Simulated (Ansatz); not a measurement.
A run of Ansatz (development build ahead of 0.2.0) on triplet C₃H₄ at this shape:

```xyz
7

C     0.6170   -1.0052   -0.5650
C     0.0000    0.0000    0.0000
C    -0.6170    1.0052    0.5650
H     0.3510   -1.3395   -1.5733
H     1.4180   -1.5427   -0.0467
H    -0.2539    2.0317    0.4479
H    -1.5151    0.8505    1.1721
```

Its results:

```
Converged                       : yes
Total energy                    : -115.64069 hartree
Spin squared of the determinant : 2.186
Stability test                  : minimum
```

Forces (eV/Å):
| atom | Fx | Fy | Fz |
| --- | --- | --- | --- |
| C1 | 5.585 | -9.099 | -5.115 |
| C2 | -5.380 | 8.765 | 4.927 |
| C3 | 0.193 | -0.311 | -0.176 |
| H4 | 0.205 | 0.069 | 0.470 |
| H5 | -0.355 | 0.176 | -0.332 |
| H6 | -0.214 | 0.116 | 0.165 |
| H7 | -0.035 | 0.285 | 0.062 |

Question: Which input gives this output? Name the method, the orbitals and the basis set, and write the input.

Answer: UHF in def2-SVP.

```yaml
crystal:
  periodic: [false, false, false]
  atoms:
    - { symbol: C, position_ang: [0.617, -1.0052, -0.565] }
    - { symbol: C, position_ang: [0.0, 0.0, 0.0] }
    - { symbol: C, position_ang: [-0.617, 1.0052, 0.565] }
    - { symbol: H, position_ang: [0.351, -1.3395, -1.5733] }
    - { symbol: H, position_ang: [1.418, -1.5427, -0.0467] }
    - { symbol: H, position_ang: [-0.2539, 2.0317, 0.4479] }
    - { symbol: H, position_ang: [-1.5151, 0.8505, 1.1721] }
basis:
  gaussian: { orbitals: def2-SVP }
magnetization:
  spin_polarized: true
  initial_magnetization: 2
hamiltonian:
  xc: hf
output:
  forces: true
```

Caution: another spin multiplicity may lie lower; the unrestricted determinant is spin contaminated; the determinant breaks the point group.
